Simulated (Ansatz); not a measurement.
Gas-phase electronic energies from Ansatz, PBE0-D4/def2-TZVP geometries. CBS: MP2 limit from def2 TZ/QZ plus the TZ coupled-cluster correction, frozen cores. This one scheme is used for every species. DFT in def2-TZVPP. B3LYP here is the variant with VWN-RPA as its local correlation; programs differ in this. Triplets are unrestricted, without spin–orbit coupling. One conformer a species, not always the lowest.

Reaction (formal loss of a carbene): `CCCCC=O` → `CCCC=O` + `[CH2]` (triplet)

```json
{"level": "B3LYP", "ΔE (eV)": "4.28"}
{"level": "HF/CBS(def2)", "ΔE (eV)": "2.94"}
```

**Question.** What does CCSD(T)/CBS give? (An estimate is asked.)

**Answer.** Ansatz gave: +4.49 eV. The listed levels differ from it by -0.21, -1.55 eV.

Largest T1 diagnostic among the species: 0.012.

The D4 term adds +0.12 eV with B3LYP and +0.07 eV with PBE0; it sums over pairs of atoms, weighted by their polarisabilities, and B3LYP, whose exchange is more repulsive, gets the larger term. From PBE to PBE0 (25 % exact exchange), in def2-TZVPP and without D4, ΔE moves by −0.07 eV. In def2-TZVPP, CCSD(T) changes the Hartree–Fock value by +1.44 eV (the triples alone add +0.12 eV) and MP2 by +1.57 eV.
